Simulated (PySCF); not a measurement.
Compound: C6H8 (charge +1 and doublet state).
Cartesian coordinates in Å at the PBE0-D3(BJ)/def2-SVP level; atoms count from 1:
```xyz
14
C6H8 angstrom
C     -1.154   -0.800    0.263
C      0.042   -1.427    0.057
C      1.266   -0.664   -0.220
C      1.154    0.799   -0.270
C     -0.042    1.427   -0.064
C     -1.266    0.664    0.214
H     -2.056   -1.383    0.468
H      0.108   -2.518    0.096
H      2.071   -0.961    0.497
H      1.748   -1.042   -1.156
H      2.056    1.383   -0.476
H     -0.108    2.518   -0.104
H     -1.746    1.041    1.152
H     -2.073    0.962   -0.501
```

The species is `[CH]1[CH+]CC=CC1` [radical] (charge +1).

Method used: UKS B3LYP, IGLO-III on C, pcH-1 on H, non-relativistic, mean-field spin-orbit, GIAO in PySCF. Isolated species at its PBE0-D3(BJ)/def2-SVP geometry, gas phase. Stability of the SCF solution: not tested. No frequencies were computed at this geometry's level, so the symmetric structure isn't shown to be a minimum.

The largest Mulliken spin populations are on C4 (+0.19), C2 (+0.19), C1 (+0.19) and C5 (+0.19). Four atoms exceed +0.15.

(1) McConnell's relation a(H) = Q·ρ ties the coupling of a proton on a planar π carbon to the spin population of that carbon. What Q do the computed values give?

Results:

(1) 
```
  H   C    ρ(C)  a(H) (G)  a/ρ (G)
 H7  C1  +0.188     -4.54    -24.2
 H8  C2  +0.188     -4.54    -24.2
H11  C4  +0.188     -4.54    -24.2
H12  C5  +0.188     -4.54    -24.2
```

These protons share one ρ (within 0.01), so their mean ratio, Q = -24.2 G, is no test of linearity.

Couplings in gauss use g_iso = 2.0027.

On one thread, x86-64 server (shared host), this took 42 s of wall time.
